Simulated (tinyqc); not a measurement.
Inside a calculation. Method: UKS/BLYP in the sto-3g basis, for H2O, spin multiplicity 3. One step of it, computed by the program tinyqc.

Task: Iteration 1: building the Kohn-Sham matrix. J_ij = sum D_kl (ij|kl) with D = D(alpha) + D(beta); F = H + J + V_xc; E = tr D H + tr D J / 2 + E_xc + E_nn.

D(alpha) at the start, lower triangle:
```
            1O 1s      1O 2s    1O 2px     1O 2py     1O 2pz     2H 1s     3H 1s
1O 1s    1.067525
1O 2s   -0.308734   1.468351
1O 2px   0.000000   0.000000  1.000000
1O 2py  -0.006929   0.066097  0.000000   1.174131
1O 2pz  -0.026075   0.184481  0.000000   0.025919   1.083089
2H 1s    0.085057  -0.638426  0.000000  -0.314003  -0.279285  1.206514
3H 1s    0.051918  -0.318622  0.000000   0.110111  -0.154464  0.405754  0.187721
```

D(beta) at the start, lower triangle:
```
            1O 1s      1O 2s    1O 2px     1O 2py     1O 2pz     2H 1s     3H 1s
1O 1s    1.065415
1O 2s   -0.288050   1.265568
1O 2px   0.000000   0.000000  0.000000
1O 2py  -0.000596   0.004008  0.000000   1.155120
1O 2pz  -0.018030   0.105609  0.000000   0.001769   1.052411
2H 1s    0.035619  -0.153748  0.000000  -0.165601  -0.090770  0.048072
3H 1s    0.034626  -0.149099  0.000000   0.162017  -0.088528  0.000570  0.046001
```

core Hamiltonian H = T + V (hartree), lower triangle:
```
             1O 1s      1O 2s     1O 2px     1O 2py     1O 2pz      2H 1s      3H 1s
1O 1s   -32.597002
1O 2s    -7.583474  -9.219621
1O 2px    0.000000   0.000000  -7.362717
1O 2py   -0.000266  -0.002870   0.000000  -7.499212
1O 2pz   -0.012908  -0.157076   0.000000  -0.001358  -7.415294
2H 1s    -1.328932  -3.052247   0.000000  -1.879404  -1.206399  -4.615646
3H 1s    -1.285710  -2.979986   0.000000   1.844376  -1.183432  -0.957697  -4.571063
```

Two-electron integrals (ij|kl) in chemists' order, unique and non-zero (hartree):
```
(11|11) 4.785065    (21|11) 0.741380    (21|21) 0.136873    (22|11) 1.118947
(22|21) 0.256633    (22|22) 0.817206    (31|31) 0.024477    (32|31) 0.037809
(32|32) 0.180518    (33|11) 1.115814    (33|21) 0.256684    (33|22) 0.817023
(33|33) 0.880159    (41|41) 0.024477    (42|41) 0.037809    (42|42) 0.180518
(43|43) 0.047444    (44|11) 1.115814    (44|21) 0.256684    (44|22) 0.817023
(44|33) 0.785270    (44|44) 0.880159    (51|51) 0.024477    (52|51) 0.037809
(52|52) 0.180518    (53|53) 0.047444    (54|54) 0.047444    (55|11) 1.115814
(55|21) 0.256684    (55|22) 0.817023    (55|33) 0.785270    (55|44) 0.785270
(55|55) 0.880159    (61|11) 0.130538    (61|21) 0.023908    (61|22) 0.044579
(61|33) 0.044491    (61|41) 0.000936    (61|42) 0.001758    (61|44) 0.044685
(61|51) 0.000581    (61|52) 0.001091    (61|54) 0.000120    (61|55) 0.044566
(61|61) 0.004230    (62|11) 0.330147    (62|21) 0.076725    (62|22) 0.272023
(62|33) 0.267302    (62|41) 0.004903    (62|42) 0.038075    (62|44) 0.277334
(62|51) 0.003044    (62|52) 0.023640    (62|54) 0.006229    (62|55) 0.271169
(62|61) 0.013678    (62|62) 0.113832    (63|31) 0.007874    (63|32) 0.046396
(63|43) 0.007829    (63|53) 0.004861    (63|63) 0.015887    (64|11) 0.206548
(64|21) 0.048605    (64|22) 0.183979    (64|33) 0.175707    (64|41) 0.010587
(64|42) 0.070660    (64|44) 0.197825    (64|51) 0.001684    (64|52) 0.015065
(64|54) 0.008871    (64|55) 0.178197    (64|61) 0.009033    (64|62) 0.093539
(64|64) 0.091859    (65|11) 0.128241    (65|21) 0.030178    (65|22) 0.114229
(65|33) 0.109093    (65|41) 0.001684    (65|42) 0.015065    (65|44) 0.113103
(65|51) 0.008920    (65|52) 0.055749    (65|54) 0.010319    (65|55) 0.120361
(65|61) 0.005608    (65|62) 0.058076    (65|64) 0.047169    (65|65) 0.045173
(66|11) 0.482128    (66|21) 0.113857    (66|22) 0.464032    (66|33) 0.445568
(66|41) 0.009104    (66|42) 0.098516    (66|44) 0.485127    (66|51) 0.005652
(66|52) 0.061166    (66|54) 0.024561    (66|55) 0.460818    (66|61) 0.020458
(66|62) 0.248742    (66|64) 0.233247    (66|65) 0.144818    (66|66) 0.774606
(71|11) 0.126248    (71|21) 0.023125    (71|22) 0.043125    (71|33) 0.043040
(71|41) -0.000904   (71|42) -0.001700   (71|44) 0.043228    (71|51) 0.000561
(71|52) 0.001054    (71|54) -0.000116   (71|55) 0.043113    (71|61) 0.004018
(71|62) 0.012751    (71|64) 0.007731    (71|65) 0.005233    (71|66) 0.018865
(71|71) 0.003957    (72|11) 0.321969    (72|21) 0.074836    (72|22) 0.265642
(72|33) 0.261013    (72|41) -0.004784   (72|42) -0.037280   (72|44) 0.270853
(72|51) 0.002968    (72|52) 0.023128    (72|54) -0.006105   (72|55) 0.264800
(72|61) 0.012856    (72|62) 0.086730    (72|64) 0.049710    (72|65) 0.042907
(72|66) 0.151540    (72|71) 0.012907    (72|72) 0.108918    (73|31) 0.007648
(73|32) 0.045182    (73|43) -0.007648   (73|53) 0.004745    (73|63) 0.011561
(73|73) 0.015133    (74|11) -0.202402   (74|21) -0.047633   (74|22) -0.180515
(74|33) -0.172415   (74|41) 0.010306    (74|42) 0.069029    (74|44) -0.194063
(74|51) -0.001649   (74|52) -0.014794   (74|54) 0.008686    (74|55) -0.174860
(74|61) -0.007834   (74|62) -0.050047   (74|64) -0.017712   (74|65) -0.024266
(74|66) -0.079846   (74|71) -0.008560   (74|72) -0.089933   (74|74) 0.088530
(75|11) 0.125569    (75|21) 0.029551    (75|22) 0.111989    (75|33) 0.106965
(75|41) -0.001649   (75|42) -0.014794   (75|44) 0.110906    (75|51) 0.008671
(75|52) 0.054360    (75|54) -0.010093   (75|55) 0.117971    (75|61) 0.005296
(75|62) 0.043026    (75|64) 0.024180    (75|65) 0.032525    (75|66) 0.081759
(75|71) 0.005311    (75|72) 0.055793    (75|74) -0.045535   (75|75) 0.043382
(76|11) 0.095846    (76|21) 0.022456    (76|22) 0.085790    (76|33) 0.084001
(76|41) -0.000006   (76|42) -0.000072   (76|44) 0.086029    (76|51) 0.001432
(76|52) 0.013053    (76|54) -0.000016   (76|55) 0.087248    (76|61) 0.003947
(76|62) 0.034549    (76|64) 0.024713    (76|65) 0.019851    (76|66) 0.076418
(76|71) 0.003819    (76|72) 0.033878    (76|74) -0.024421   (76|75) 0.019532
(76|76) 0.012931    (77|11) 0.476584    (77|21) 0.112562    (77|22) 0.459494
(77|33) 0.441295    (77|41) -0.008933   (77|42) -0.097225   (77|44) 0.480302
(77|51) 0.005542    (77|52) 0.060317    (77|54) -0.024199   (77|55) 0.456309
(77|61) 0.019280    (77|62) 0.153738    (77|64) 0.080501    (77|65) 0.082669
(77|66) 0.287046    (77|71) 0.019562    (77|72) 0.242269    (77|74) -0.228266
(77|75) 0.141614    (77|76) 0.076418    (77|77) 0.774606
```

nuclear repulsion = 8.14282798 hartree

V_xc(alpha) (hartree), lower triangle:
```
            1O 1s      1O 2s     1O 2px     1O 2py     1O 2pz      2H 1s      3H 1s
1O 1s   -3.138803
1O 2s   -0.439980  -0.842613
1O 2px   0.000000   0.000000  -0.829676
1O 2py  -0.000319  -0.004814   0.000000  -0.842583
1O 2pz  -0.001353  -0.005594   0.000000  -0.003473  -0.837867
2H 1s   -0.078124  -0.268503   0.000000  -0.185458  -0.115378  -0.531622
3H 1s   -0.075518  -0.242839   0.000000   0.153173  -0.096715  -0.073875  -0.359511
```

V_xc(beta) (hartree), lower triangle:
```
            1O 1s      1O 2s     1O 2px     1O 2py     1O 2pz      2H 1s      3H 1s
1O 1s   -3.124010
1O 2s   -0.427988  -0.776572
1O 2px   0.000000   0.000000  -0.695536
1O 2py  -0.000056  -0.001775   0.000000  -0.808837
1O 2pz  -0.001076  -0.002654   0.000000  -0.001001  -0.807188
2H 1s   -0.076191  -0.232238   0.000000  -0.150140  -0.093240  -0.307969
3H 1s   -0.073681  -0.222326   0.000000   0.140717  -0.087915  -0.063114  -0.264200
```

E_xc = sum of w rho eps_xc = -9.90826113 hartree

Give: Coulomb J; F(alpha); F(beta); total energy of this density.

Result:

Coulomb J (hartree), lower triangle:
```
         1O 1s  1O 2s  1O 2px  1O 2py  1O 2pz  2H 1s  3H 1s
1O 1s   18.037
1O 2s    3.419  8.464
1O 2px   0.000  0.000   8.379
1O 2py   0.006  0.066   0.000   8.503
1O 2pz   0.009  0.054   0.000   0.017   8.485
2H 1s    0.598  2.807   0.000   1.917   1.193  4.930
3H 1s    0.578  2.674   0.000  -1.773   1.124  0.869  4.502
```

F(alpha) (hartree), lower triangle:
```
          1O 1s   1O 2s  1O 2px  1O 2py  1O 2pz   2H 1s   3H 1s
1O 1s   -17.699
1O 2s    -4.605  -1.599
1O 2px    0.000   0.000   0.187
1O 2py    0.005   0.058   0.000   0.161
1O 2pz   -0.006  -0.109   0.000   0.012   0.232
2H 1s    -0.809  -0.514   0.000  -0.148  -0.129  -0.217
3H 1s    -0.783  -0.549   0.000   0.225  -0.156  -0.163  -0.428
```

F(beta) (hartree), lower triangle:
```
          1O 1s   1O 2s  1O 2px  1O 2py  1O 2pz   2H 1s   3H 1s
1O 1s   -17.684
1O 2s    -4.593  -1.533
1O 2px    0.000   0.000   0.321
1O 2py    0.006   0.061   0.000   0.195
1O 2pz   -0.005  -0.106   0.000   0.015   0.263
2H 1s    -0.807  -0.478   0.000  -0.112  -0.106   0.006
3H 1s    -0.781  -0.529   0.000   0.212  -0.147  -0.152  -0.333
```

total energy of this density = -74.04466 hartree
